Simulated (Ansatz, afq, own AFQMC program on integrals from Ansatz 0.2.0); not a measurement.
# CH3Si (doublet): quantum Monte Carlo beside coupled cluster at distance Si1–C2 = 1.384 Å, cc-pVDZ

Aim: compute CH3Si (doublet) with auxiliary-field quantum Monte Carlo on the same integrals as coupled cluster, and set the energies side by side.

Program: Ansatz 0.2.0, Gaussian basis, and an in-house AFQMC program (afq) on its integrals; all values are calculated. Level of theory: cc-pVDZ, frozen cores. These are calculated values, not measurements.

Plan: PBE (unrestricted); r2SCAN (unrestricted); PBE0 (unrestricted); B3LYP (unrestricted); wB97M-V (unrestricted); B2PLYP (unrestricted); CCSD(T) on UHF; Phaseless AFQMC, CISD trial on UHF; Phaseless AFQMC, single-determinant trial on UHF; Free-projection AFQMC, CISD trial on UHF.

2 further runs of the same task are left out: 2 that didn't finish.

### 1 What is computed

The geometry derives from a PBE0/def2-TZVP stationary point (not a proven minimum). One bond is set to the value named and the two fragments are kept rigid.

5 atoms, charge 0, spin multiplicity 2.

Atoms are counted from 1 here; the program's logs count them from 0.

Bond lengths: Si1–C2 1.384 Å, Si1–H3 1.496 Å, C2–H4 1.087 Å, C2–H5 1.083 Å. Angles: C2–Si1–H3 121.5°, Si1–C2–H4 120.3°, Si1–C2–H5 123.6°, H4–C2–H5 116.1°.

Geometry (Å):

```xyz
5
CH3Si
Si    0.0000   -0.0782    0.4531
C     0.0000    0.0657   -0.9234
H     0.0000    1.1092    1.3639
H     0.0000    1.0561   -1.3718
H     0.0000   -0.7692   -1.6131
```

### 2 PBE (unrestricted)

The input, in.yaml:

```yaml
crystal:
  periodic: [false, false, false]
  atoms:
    - {symbol: Si, position_ang: [0.000000, -0.078178, 0.453080]}
    - {symbol: C, position_ang: [0.000000, 0.065651, -0.923427]}
    - {symbol: H, position_ang: [0.000000, 1.109165, 1.363880]}
    - {symbol: H, position_ang: [0.000000, 1.056111, -1.371843]}
    - {symbol: H, position_ang: [0.000000, -0.769219, -1.613135]}
basis:
  gaussian: {orbitals: cc-pVDZ}
magnetization: {spin_polarized: true, initial_magnetization: 1}
hamiltonian: {xc: {name: PBE}}
output: {orbitals: {seedname: orbitals}}
```

Command:

```
ansatz run in.yaml --threads 1 --pin off --events-out ev --progress --plain --max-ram 1382MiB
```

The program printed:

```text
Functional definition: PBE
  name "PBE"
  cite "Perdew, Burke & Ernzerhof, Phys. Rev. Lett. 77, 3865 (1996) doi:10.1103/PhysRevLett.77.3865"
  parent pbe
  parameter kappa = 0.804
  parameter beta = 0.06672455060314922
  exchange = pbe_x(kappa = kappa, mu = beta*pi^2/3)
  correlation = pbe_c(beta = beta)
592 factors; their error is unknown
mean field evaluation 1: about -8938.1948 eV, gradient 5.1e1 eV
mean field evaluation 2: about -8892.1326 eV, gradient 8.3e1 eV
mean field evaluation 4: about -8951.1898 eV, gradient 5.4e0 eV
mean field evaluation 8: about -8951.4399 eV, gradient 8.7e-2 eV
mean field evaluation 16: about -8951.4399 eV, gradient 1.4e-5 eV
mean field -8951.43993658 eV, -328.9593501652 hartree, gradient 1.4e-5 eV, S^2 0.754619; 0 other end points of the search recorded, 0 dependent functions left out
reference -8951.43996389 eV, -328.9593511690 hartree; 12, 11 occupied and 35, 36 virtual orbitals, 592 factors
Total energy: -8951.43996389 eV, -328.9593511690 hartree
```

It took 1.7 s on 1 thread of Arm Neoverse V1, shared host.

From the report: ⟨S²⟩ of the determinant 0.755 (pure doublet: 0.75).

### 3 r2SCAN (unrestricted)

Edit in.yaml of step 2 so:

```diff
@@ -11,3 +11,2 @@
 magnetization: {spin_polarized: true, initial_magnetization: 1}
-hamiltonian: {xc: {name: PBE}}
-output: {orbitals: {seedname: orbitals}}
+hamiltonian: {xc: {name: r2SCAN}}
```

Launched as before.

The program printed:

```text
Functional definition: r2SCAN
  name "r2SCAN"
  cite "Furness, Kaplan, Ning, Perdew & Sun, J. Phys. Chem. Lett. 11, 8208 (2020) doi:10.1021/acs.jpclett.0c02405"
  cite "Furness, Kaplan, Ning, Perdew & Sun, J. Phys. Chem. Lett. 11, 9248 (2020) doi:10.1021/acs.jpclett.0c03077"
  parent r2scan
  parameter k0 = 0.174
  parameter k1 = 0.065
  parameter a1 = 4.9479
  exchange = r2scan_x(k0 = k0, k1 = k1, a1 = a1)
  correlation = r2scan_c
592 factors; their error is unknown
mean field evaluation 1: about -8944.7786 eV, gradient 4.6e1 eV
mean field evaluation 2: about -8912.6758 eV, gradient 7.4e1 eV
mean field evaluation 4: about -8955.6222 eV, gradient 3.8e0 eV
mean field evaluation 8: about -8955.7420 eV, gradient 4.7e-2 eV
mean field evaluation 16: about -8955.7293 eV, gradient 6.9e-5 eV
mean field -8955.72933222 eV, -329.1169825477 hartree, gradient 7.0e-5 eV, S^2 0.757788; 0 other end points of the search recorded, 0 dependent functions left out
reference -8955.72934121 eV, -329.1169828782 hartree; 12, 11 occupied and 35, 36 virtual orbitals, 592 factors
Total energy: -8955.72934121 eV, -329.1169828782 hartree
```

Wall time 3 s (1 thread of Arm Neoverse V1, shared host).

From the report: ⟨S²⟩ of the determinant 0.758 (pure doublet: 0.75).

### 4 PBE0 (unrestricted)

Edit in.yaml of step 3 so:

```diff
@@ -11,2 +11,3 @@
 magnetization: {spin_polarized: true, initial_magnetization: 1}
-hamiltonian: {xc: {name: r2SCAN}}
+hamiltonian: {xc: {name: PBE0}}
+output: {orbitals: {seedname: orbitals}}
```

Same command.

The program printed:

```text
Functional definition: PBE0
  name "PBE0"
  cite "Adamo & Barone, J. Chem. Phys. 110, 6158 (1999) doi:10.1063/1.478522"
  cite "Perdew, Burke & Ernzerhof, Phys. Rev. Lett. 77, 3865 (1996) doi:10.1103/PhysRevLett.77.3865"
  parent pbe
  parameter a = 0.25
  parameter kappa = 0.804
  parameter beta = 0.06672455060314922
  exchange = (1 - a)*pbe_x(kappa = kappa, mu = beta*pi^2/3) + a*exact_x
  correlation = pbe_c(beta = beta)
444 factors; integrals over basis functions are off by at most 1.2e-3 eV
mean field evaluation 1: about -8943.7220 eV, gradient 4.2e1 eV
mean field evaluation 2: about -8928.7429 eV, gradient 5.9e1 eV
mean field evaluation 4: about -8952.3445 eV, gradient 1.8e0 eV
mean field evaluation 8: about -8952.4488 eV, gradient 8.3e-2 eV
mean field evaluation 16: about -8952.4490 eV, gradient 3.7e-4 eV
mean field -8952.44903230 eV, -328.9964337492 hartree, gradient 2.2e-5 eV, S^2 0.756135; 0 other end points of the search recorded, 0 dependent functions left out
reference -8952.44905325 eV, -328.9964345188 hartree; 12, 11 occupied and 35, 36 virtual orbitals, 444 factors
Total energy: -8952.44905325 eV, -328.9964345188 hartree
```

It took 1.8 s on 1 thread of Arm Neoverse V1, shared host.

From the report: ⟨S²⟩ of the determinant 0.756 (pure doublet: 0.75).

### 5 B3LYP (unrestricted)

Edit in.yaml of step 4 so:

```diff
@@ -11,3 +11,2 @@
 magnetization: {spin_polarized: true, initial_magnetization: 1}
-hamiltonian: {xc: {name: PBE0}}
-output: {orbitals: {seedname: orbitals}}
+hamiltonian: {xc: {name: B3LYP}}
```

The command is unchanged.

The program printed (excerpt; [...] marks lines left out):

```text
Functional definition: B3LYP
  name "B3LYP"
  cite "Stephens, Devlin, Chabalowski & Frisch, J. Phys. Chem. 98, 11623 (1994) doi:10.1021/j100096a001"
  cite "Becke, Phys. Rev. A 38, 3098 (1988) doi:10.1103/PhysRevA.38.3098"
  cite "Lee, Yang & Parr, Phys. Rev. B 37, 785 (1988) doi:10.1103/PhysRevB.37.785"
  cite "Vosko, Wilk & Nusair, Can. J. Phys. 58, 1200 (1980) doi:10.1139/p80-159"
[...]
444 factors; integrals over basis functions are off by at most 1.2e-3 eV
[...]
mean field -8957.74948811 eV, -329.1912219073 hartree, gradient 1.7e-5 eV, S^2 0.753869; 0 other end points of the search recorded, 0 dependent functions left out
reference -8957.74967412 eV, -329.1912287433 hartree; 12, 11 occupied and 35, 36 virtual orbitals, 444 factors
Total energy: -8957.74967412 eV, -329.1912287433 hartree
```

It took 1.7 s on 1 thread of Arm Neoverse V1, shared host.

From the report: ⟨S²⟩ of the determinant 0.754 (pure doublet: 0.75).

### 6 wB97M-V (unrestricted)

Edit in.yaml of step 5 so:

```diff
@@ -11,2 +11,3 @@
 magnetization: {spin_polarized: true, initial_magnetization: 1}
-hamiltonian: {xc: {name: B3LYP}}
+hamiltonian: {xc: {name: wB97M-V}}
+output: {orbitals: {seedname: orbitals}}
```

The command is unchanged.

The program printed (excerpt; [...] marks lines left out):

```text
Functional definition: wB97M-V
  name "wB97M-V"
  cite "Mardirossian & Head-Gordon, J. Chem. Phys. 144, 214110 (2016) doi:10.1063/1.4952647"
  cite "Becke, J. Chem. Phys. 107, 8554 (1997) doi:10.1063/1.475007"
  cite "Vydrov & Van Voorhis, J. Chem. Phys. 133, 244103 (2010) doi:10.1063/1.3521275"
  # Of w^i u^j: cxij and so on, Table III.
[...]
  gx(w, u) = 1 - cx + cx01*u + cx10*w
  gss(w, u) = css00 + css04*u^4 + css10*w + css20*w^2 + css43*w^4*u^3
  gos(w, u) = cos00 + cos10*w + (cos20 + cos21*u)*w^2 + (cos60 + cos61*u)*w^6
[...]
      + integral(e_c_pw_mod_opposite_spin*gos(b97_w_opposite, b97_u_opposite)) + vv10(b, c)
444 factors; integrals over basis functions are off by at most 1.2e-3 eV
162 factors; integrals over basis functions are off by at most 7.7e-6 eV
[...]
mean field -8955.78094281 eV, -329.1188792020 hartree, gradient 7.0e-5 eV, S^2 0.753311; 0 other end points of the search recorded, 0 dependent functions left out
reference -8955.78097454 eV, -329.1188803678 hartree; 12, 11 occupied and 35, 36 virtual orbitals, 444 factors
Total energy: -8955.78097454 eV, -329.1188803678 hartree
```

Wall time 7 s (1 thread of Arm Neoverse V1, shared host).

From the report: ⟨S²⟩ of the determinant 0.753 (pure doublet: 0.75).

### 7 B2PLYP (unrestricted)

Edit in.yaml of step 6 so:

```diff
@@ -11,3 +11,3 @@
 magnetization: {spin_polarized: true, initial_magnetization: 1}
-hamiltonian: {xc: {name: wB97M-V}}
-output: {orbitals: {seedname: orbitals}}
+hamiltonian: {xc: {name: B2PLYP}}
+correlation: {electrons: outside_noble_gas}
```

Launched as before.

The program printed (excerpt; [...] marks lines left out):

```text
Functional definition: B2PLYP
  name "B2PLYP"
  cite "Grimme, J. Chem. Phys. 124, 034108 (2006) doi:10.1063/1.2148954"
  cite "Becke, Phys. Rev. A 38, 3098 (1988) doi:10.1103/PhysRevA.38.3098"
  cite "Lee, Yang & Parr, Phys. Rev. B 37, 785 (1988) doi:10.1103/PhysRevB.37.785"
[...]
444 factors; integrals over basis functions are off by at most 1.2e-3 eV
[...]
mean field -8950.35454726 eV, -328.9194628436 hartree, gradient 4.3e-6 eV, S^2 0.757620; 1 other end points of the search recorded, 0 dependent functions left out
6 core orbitals not correlated: weight in the atoms' cores, before any rotation towards them, 1.000 or more for the frozen orbitals, at most 0.000 for the correlated occupied ones
reference -8950.35466682 eV, -328.9194672372 hartree; 6, 5 occupied and 35, 36 virtual orbitals, 444 factors
second order -7.29041879 eV of doubles, -0.00000000 eV of singles
Total energy: -8952.32307989 eV, -328.9918050834 hartree
```

It took 2.5 s on 1 thread of Arm Neoverse V1, shared host.

From the report: ⟨S²⟩ of the determinant 0.758 (pure doublet: 0.75).

### 8 CCSD(T) on UHF

Edit in.yaml of step 7 so:

```diff
@@ -11,3 +11,2 @@
 magnetization: {spin_polarized: true, initial_magnetization: 1}
-hamiltonian: {xc: {name: B2PLYP}}
-correlation: {electrons: outside_noble_gas}
+correlation: {method: ccsd_t, electrons: outside_noble_gas, hamiltonian_folder: ham}
```

The command is unchanged.

The program printed (excerpt; [...] marks lines left out):

```text
Functional definition: HF
  name "HF"
  cite "Fock, Z. Phys. 61, 126 (1930) doi:10.1007/BF01340294"
  parent pbe
[...]
444 factors; integrals over basis functions are off by at most 1.2e-3 eV
[...]
mean field -8934.11429356 eV, -328.3226445283 hartree, gradient 3.0e-6 eV, S^2 0.776874; 2 other end points of the search recorded, 0 dependent functions left out
determinant -8934.11429356 eV, -328.3226445283 hartree, with singles and doubles -8940.73471219 eV, -328.5659404252 hartree
determinant -8931.46922187 eV, -328.2254399364 hartree, with singles and doubles -8937.86168699 eV, -328.4603586965 hartree
6 core orbitals not correlated: weight in the atoms' cores, before any rotation towards them, 1.000 or more for the frozen orbitals, at most 0.000 for the correlated occupied ones
reference -8934.11429356 eV, -328.3226445283 hartree; 6, 5 occupied and 35, 36 virtual orbitals, 444 factors
second order -5.83212596 eV of doubles, -0.00000000 eV of singles
cycle   1  -6.62062085 eV  change   -2.0e-4 eV  update   9.3e-4
[...]
cycle   7  -6.62091902 eV  change    4.6e-6 eV  update   2.9e-6
perturbative correction -0.20801544 eV, -0.0076444265 hartree
Total energy: -8940.94322802 eV, -328.5736032408 hartree
```

Run time: 3 s. Hardware: 1 thread of Arm Neoverse V1, shared host.

From the report: ⟨S²⟩ of the determinant 0.777 (pure doublet: 0.75); correlation -6.8289 eV; T1 0.018; largest double amplitude 0.09.

This run also writes the integrals to the folder ham.

### 9 Phaseless AFQMC, CISD trial on UHF

It reads the integrals that the CCSD(T) run on this determinant wrote.

Command:

```
afq ham --method phaseless --trial cisd --walkers 60 --populations 1 --least-time 40 --time-step 0.005 --steps-per-block 50 --equilibration-blocks 28 --max-blocks 300 --target-error 0.0004 --factor-cut 1e-05 --start spin_pure --seed 7601 --release-times 0.24,0.51,0.99,1.62,2.4 --release-step 0.03 --release-every 4 --taylor-order 6
```

The program printed:

```text
orbitals 41  electrons 6 5  factors 331 of 444
reference energy -328.32264453 Eh
CCSD correlation -0.24331406 Eh in 11 cycles, weight of the determinant in the CISD state 0.8847
energy of the start -328.564811 Eh
 block  time / (1/Eh)  mean weight  energy / Eh
     1     0.250  0.9983  -328.562403
     2     0.500  0.9999  -328.565933
     3     0.750  1.0006  -328.570216
     4     1.000  0.9991  -328.569476
     5     1.250  0.9984  -328.572578
     6     1.500  0.9980  -328.573200
     7     1.750  1.0010  -328.579973
     8     2.000  0.9998  -328.579697
     9     2.250  0.9983  -328.571789
    10     2.500  1.0011  -328.574845
    17     4.250  1.0005  -328.573030
    25     6.250  1.0007  -328.572939
    33     8.250  1.0011  -328.570978
    41    10.250  1.0013  -328.572320
    49    12.250  0.9982  -328.571828
    57    14.250  0.9979  -328.571484
    65    16.250  0.9993  -328.580313
    73    18.250  0.9988  -328.578652
    81    20.250  0.9972  -328.572475
    89    22.250  0.9998  -328.570964
    97    24.250  1.0008  -328.571450
   105    26.250  1.0009  -328.574727
   113    28.250  1.0002  -328.570469
   121    30.250  0.9985  -328.575029
   129    32.250  0.9998  -328.574492
   137    34.250  1.0000  -328.576996
   145    36.250  0.9983  -328.572257
   153    38.250  0.9992  -328.582811
   161    40.250  0.9993  -328.571954
   169    42.250  0.9981  -328.577988
   177    44.250  1.0003  -328.579190
   185    46.250  0.9979  -328.572691
   193    48.250  1.0014  -328.572084
   201    50.250  1.0001  -328.574581
   209    52.250  0.9981  -328.574645
   217    54.250  0.9981  -328.572319
   225    56.250  0.9985  -328.574573
   233    58.250  1.0006  -328.575497
   241    60.250  0.9993  -328.579592
   249    62.250  0.9998  -328.575645
   257    64.250  1.0005  -328.574026
   265    66.250  1.0010  -328.573475
   273    68.250  1.0017  -328.568540
   281    70.250  1.0009  -328.581271
   289    72.250  0.9992  -328.578231
   297    74.250  0.9994  -328.572846
   305    76.250  1.0006  -328.587482
   313    78.250  1.0007  -328.575522
   321    80.250  1.0009  -328.571954
blocks merged  error / Eh  count
     1  0.000272  300
     2  0.000327  150
     4  0.000409  75
     8  0.000493  37
    16  0.000488  18
    32  0.000444  9
released: time / (1/Eh)  energy / Eh  error  mean overlap
  0.24  -328.574769  0.000475  1.0043
  0.51  -328.575165  0.000344  0.9918
  0.99  -328.574848  0.000358  0.9816
  1.62  -328.575111  0.000465  0.9825
  2.40  -328.574266  0.000495  0.9944
energy -328.574561 +/- 0.000493 Eh
```

Run time: 14 min. Hardware: 1 thread of Arm Neoverse V1, shared host.

Energy -8940.9693 ± 0.0134 eV. Caveats: constraint bias not in the error.

### 10 Phaseless AFQMC, single-determinant trial on UHF

It reads the integrals that the CCSD(T) run on this determinant wrote.

Command:

```
afq ham --method phaseless --trial hf --walkers 120 --populations 1 --least-time 40 --time-step 0.005 --steps-per-block 20 --equilibration-blocks 112 --max-blocks 600 --target-error 0.0012000000000000001 --factor-cut 1e-05 --start spin_pure --seed 4903 --taylor-order 6
```

The program printed:

```text
orbitals 41  electrons 6 5  factors 331 of 444
reference energy -328.32264453 Eh
CCSD correlation -0.24331406 Eh in 11 cycles, weight of the determinant in the CISD state 0.8847
energy of the start -328.323196 Eh
 block  time / (1/Eh)  mean weight  energy / Eh
     1     0.100  1.0021  -328.373113
     2     0.200  1.0009  -328.415469
     3     0.300  1.0018  -328.439814
     4     0.400  1.0038  -328.471624
     5     0.500  1.0010  -328.482250
     6     0.600  0.9998  -328.504377
     7     0.700  0.9994  -328.504693
     8     0.800  1.0008  -328.506405
     9     0.900  1.0000  -328.519759
    10     1.000  1.0004  -328.531271
    18     1.800  1.0020  -328.561371
    35     3.500  0.9998  -328.581767
    52     5.200  0.9996  -328.593227
    69     6.900  1.0023  -328.565199
    86     8.600  1.0004  -328.566793
   103    10.300  1.0025  -328.614115
   120    12.000  1.0003  -328.534799
   137    13.700  1.0008  -328.561813
   154    15.400  0.9993  -328.562615
   171    17.100  1.0000  -328.576573
   188    18.800  0.9982  -328.576305
   205    20.500  1.0001  -328.561233
   222    22.200  1.0003  -328.596311
   239    23.900  1.0015  -328.571511
   256    25.600  1.0021  -328.566912
   273    27.300  1.0005  -328.559998
   290    29.000  1.0010  -328.575628
   307    30.700  1.0003  -328.553597
   324    32.400  1.0012  -328.577087
   341    34.100  0.9976  -328.591724
   358    35.800  0.9997  -328.555422
   375    37.500  0.9990  -328.587493
   392    39.200  0.9999  -328.568800
   409    40.900  0.9966  -328.543219
   426    42.600  0.9977  -328.562780
   443    44.300  1.0027  -328.590941
   460    46.000  0.9988  -328.582629
   477    47.700  1.0006  -328.548406
   494    49.400  0.9984  -328.565667
   511    51.100  1.0022  -328.556288
   528    52.800  0.9994  -328.571535
   545    54.500  1.0011  -328.572532
   562    56.200  1.0014  -328.587913
   579    57.900  0.9995  -328.563988
   596    59.600  1.0014  -328.579617
   613    61.300  1.0011  -328.566913
   630    63.000  0.9993  -328.558044
   647    64.700  0.9999  -328.560553
   664    66.400  1.0014  -328.563108
   681    68.100  1.0002  -328.564042
   698    69.800  0.9985  -328.598647
blocks merged  error / Eh  count
     1  0.000743  600
     2  0.000979  300
     4  0.001271  150
     8  0.001504  75
    16  0.001738  37
    32  0.001688  18
    64  0.001980  9
energy -328.571706 +/- 0.001738 Eh
```

Run time: 6.9 min. Hardware: 1 thread of Arm Neoverse V1, shared host.

Energy -8940.8916 ± 0.0473 eV. Caveats: constraint bias not in the error.

### 11 Free-projection AFQMC, CISD trial on UHF

It reads the integrals that the CCSD(T) run on this determinant wrote.

Command:

```
afq ham --method free --trial cisd --walkers 60 --time-step 0.03 --max-blocks 80 --target-error 0.0004 --factor-cut 1e-05 --seed 6890 --times 0,0.21,0.42,0.81,1.2,1.8,2.4,3 --taylor-order 8
```

The program printed:

```text
orbitals 41  electrons 6 5  factors 331 of 444
reference energy -328.32264453 Eh
CCSD correlation -0.24331406 Eh in 11 cycles, weight of the determinant in the CISD state 0.8847
repeat  energy at the last time / Eh  error
    10  -328.573877  0.001025
    20  -328.573977  0.000642
    30  -328.574410  0.000642
    40  -328.574144  0.000580
    50  -328.574623  0.000605
    60  -328.575134  0.000612
    70  -328.575195  0.000559
    80  -328.575303  0.000494
time / (1/Eh)  energy / Eh  error  mean overlap
  0.00  -328.565739  0.000175  1.1294
  0.21  -328.569709  0.000195  1.1353
  0.42  -328.572058  0.000222  1.1320
  0.81  -328.573747  0.000271  1.1219
  1.20  -328.574275  0.000315  1.1203
  1.80  -328.574803  0.000390  1.1053
  2.40  -328.574705  0.000428  1.1296
  3.00  -328.575303  0.000494  1.1218
energy -328.575303 +/- 0.000494 Eh
```

Wall time 8.8 min (1 thread of Arm Neoverse V1, shared host).

Energy -8940.9895 ± 0.0134 eV. Caveats: remainder of the start not in the error.

### 12 All levels side by side

On the UHF determinant, counted from CCSD(T) (a yardstick, not exact):

| level | energy (eV) | from CCSD(T) (kJ/mol) | statistical error (kJ/mol) | time |
| --- | --- | --- | --- | --- |
| HF | -8934.1143 | +658.9 |  |  |
| MP2 | -8939.9464 | +96.2 |  |  |
| CCSD | -8940.7352 | +20.1 |  |  |
| CCSD(T) | -8940.9432 | 0.0 |  |  |
| Phaseless AFQMC, CISD trial, step 0.005, 60 walkers | -8940.9693 | -2.5 | 1.3 | 14 min |
| Phaseless AFQMC, single-determinant trial, step 0.005, 120 walkers | -8940.8916 | +5.0 | 4.6 | 6.9 min |
| Free-projection AFQMC, CISD trial, step 0.03, 60 walkers | -8940.9895 | -4.5 | 1.3 | 8.8 min |

The functionals' totals stand on their own zeros and serve differences with other points: PBE -8951.440 eV; r2SCAN -8955.729 eV; PBE0 -8952.449 eV; B3LYP -8957.750 eV; wB97M-V -8955.781 eV; B2PLYP -8952.323 eV.

### 13 Outcome

| quantity | value |
| --- | --- |
| Phaseless AFQMC, CISD trial on UHF from CCSD(T) | -2.5 ± 1.3 kJ/mol |
| Phaseless AFQMC, single-determinant trial on UHF from CCSD(T) | +5.0 ± 4.6 kJ/mol |
| Free-projection AFQMC, CISD trial on UHF from CCSD(T) | -4.5 ± 1.3 kJ/mol |

What this shows: On UHF the phaseless walk with the CISD trial lies -2.5 kJ/mol from CCSD(T), within three error bars. Free projection has no constraint; at the last time it gives -4.5 ± 1.3 kJ/mol, and from a start that isn't spin pure other spins can mix in. Error bars are statistical and leave out the constraint, the time step and what remains of the start.
